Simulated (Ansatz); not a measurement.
# C2H7NO2: a ladder of functionals and wavefunction methods

An exercise on one series of results from a longer session: the logs are not shown, and one member is left open.

Program: Ansatz 0.2.0, Gaussian basis. Level of theory: functionals in def2-TZVPP, the program's frozen cores in correlated methods. These are calculated values, not measurements.

The runs, in order: PBE-D4, r2SCAN-D4, PBE0-D4, B3LYP-D4, ωB97X-V, ωB97M-V, B2PLYP; CCSD(T)/def2-TZVPP; MP2/def2-QZVPP; extrapolation to the limit.

### The relaxed structure

An earlier PBE0-D4 in a triple-zeta def2 set relaxation fixed the geometry.

SMILES `COC(N)O`, 12 atoms, charge 0, spin multiplicity 1.

Atoms are counted from 1 here; the program's logs count them from 0.

Bond lengths: C1–O2 1.410 Å, C1–H6 1.099 Å, C1–H7 1.093 Å, C1–H8 1.090 Å, O2–C3 1.391 Å, C3–N4 1.423 Å, C3–O5 1.401 Å, C3–H9 1.105 Å, N4–H10 1.012 Å, N4–H11 1.015 Å, O5–H12 0.962 Å. Angles: O2–C1–H6 111.0°, O2–C1–H7 111.5°, O2–C1–H8 107.0°, H6–C1–H7 108.8°, H6–C1–H8 108.9°, H7–C1–H8 109.5°, C1–O2–C3 113.8°, O2–C3–N4 111.4°, O2–C3–O5 107.8°, O2–C3–H9 109.0°, N4–C3–O5 109.7°, N4–C3–H9 108.7°, O5–C3–H9 110.3°, C3–N4–H10 110.7°, C3–N4–H11 109.1°, H10–N4–H11 108.3°, C3–O5–H12 106.5°.

As a file:

```xyz
12
C2H7NO2
C    -1.66535    0.53858   -0.11956
O    -0.70970   -0.41809    0.27944
C     0.58444   -0.12545   -0.13698
N     1.48634   -1.17327    0.19889
O     0.98000    1.05985    0.49650
H    -1.63588    0.69451   -1.20659
H    -1.50535    1.49804    0.37910
H    -2.64383    0.14471    0.15365
H     0.58787    0.00619   -1.23395
H     1.28670   -2.00391   -0.34357
H     1.37869   -1.40057    1.18176
H     1.93306    1.12401    0.38541
```

Set-up of the first run:

The input, in.yaml:

```yaml
crystal:
  periodic: [false, false, false]
  atoms:
    - {symbol: C, position_ang: [-1.665345, 0.538582, -0.119564]}
    - {symbol: O, position_ang: [-0.709703, -0.418095, 0.279438]}
    - {symbol: C, position_ang: [0.584441, -0.125448, -0.136976]}
    - {symbol: N, position_ang: [1.486339, -1.173268, 0.198892]}
    - {symbol: O, position_ang: [0.980004, 1.059855, 0.496495]}
    - {symbol: H, position_ang: [-1.635881, 0.694505, -1.206586]}
    - {symbol: H, position_ang: [-1.505355, 1.498038, 0.379095]}
    - {symbol: H, position_ang: [-2.643825, 0.144707, 0.153648]}
    - {symbol: H, position_ang: [0.587874, 0.006195, -1.233952]}
    - {symbol: H, position_ang: [1.286703, -2.003906, -0.343565]}
    - {symbol: H, position_ang: [1.378692, -1.400575, 1.181765]}
    - {symbol: H, position_ang: [1.933058, 1.124009, 0.385410]}
basis:
  gaussian: {orbitals: def2-TZVPP}
hamiltonian: {xc: pbe, dispersion: d4}
output: {forces: true, orbitals: {seedname: orbitals}}
```

Started as:

```bash
$ ansatz run in.yaml --threads 4 --pin off --events-out ev --progress --plain --max-ram 10444MiB
```

Steps of the session up to this table: PBE-D4 (GGA); r2SCAN-D4 (meta-GGA); PBE0-D4 (hybrid); B3LYP-D4 (hybrid); ωB97X-V (range-separated); ωB97M-V (range-separated); B2PLYP (double hybrid); CCSD(T) in def2-TZVPP; MP2 in def2-QZVPP.

One of the session's tables, all rows but one given; the rest of the session is left out.

```
            method  atomisation energy (kJ/mol)
            PBE-D4                       4650.1
         r2SCAN-D4                       4522.0
           PBE0-D4                       4530.8
          B3LYP-D4                       4525.4
           ωB97X-V                       4537.3
           ωB97M-V                       4544.0
            B2PLYP                       4476.7
     HF/def2-TZVPP                            ?
    MP2/def2-TZVPP                       4481.8
   CCSD/def2-TZVPP                       4325.2
CCSD(T)/def2-TZVPP                       4399.2
           MP2/CBS                       4611.9
       CCSD(T)/CBS                       4529.3
```

Q: Estimate the row for HF/def2-TZVPP from the others.

As computed: atomisation energy (kJ/mol): 3098.9. In the column «atomisation energy (kJ/mol)» it is the lowest.
